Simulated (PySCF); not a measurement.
Gas-phase reaction: 3 SiH₂ + SiH₄ ⇌ i-Si₄H₁₀

Computed with PySCF and rigid-rotor harmonic-oscillator thermochemistry at 1 bar. † marks an energy on the PBE0/def2-TZVP geometry and frequencies; other levels use their own. MP2 freezes the core. 6-31G* has spherical d functions here. All species are closed-shell singlets. B3LYP is the form with VWN-RPA correlation. MP2 isn't extrapolated to the basis-set limit.

```json
[
 {"level": "B3LYP/6-31G*", "ΔH°(298 K), kJ": "-650"},
 {"level": "BLYP/def2-TZVP†", "ΔH°(298 K), kJ": "___"},
 {"level": "HF/6-31G*", "ΔH°(298 K), kJ": "-603"},
 {"level": "M06-2X/def2-TZVP†", "ΔH°(298 K), kJ": "___"},
 {"level": "MP2/def2-TZVPP†", "ΔH°(298 K), kJ": "-722"},
 {"level": "PBE/def2-SVP", "ΔH°(298 K), kJ": "-724"},
 {"level": "PBE/def2-TZVP†", "ΔH°(298 K), kJ": "___"},
 {"level": "PBE0/def2-TZVP", "ΔH°(298 K), kJ": "-736"},
 {"level": "ωB97M-V/def2-TZVP†", "ΔH°(298 K), kJ": "___"},
 {"level": "ωB97X-V/def2-TZVP†", "ΔH°(298 K), kJ": "-728"}
]
```

Some entries are withheld; supply them.


- BLYP/def2-TZVP†, ΔH°(298 K), kJ: -611
- M06-2X/def2-TZVP†, ΔH°(298 K), kJ: -677
- PBE/def2-TZVP†, ΔH°(298 K), kJ: -717
- ωB97M-V/def2-TZVP†, ΔH°(298 K), kJ: -671
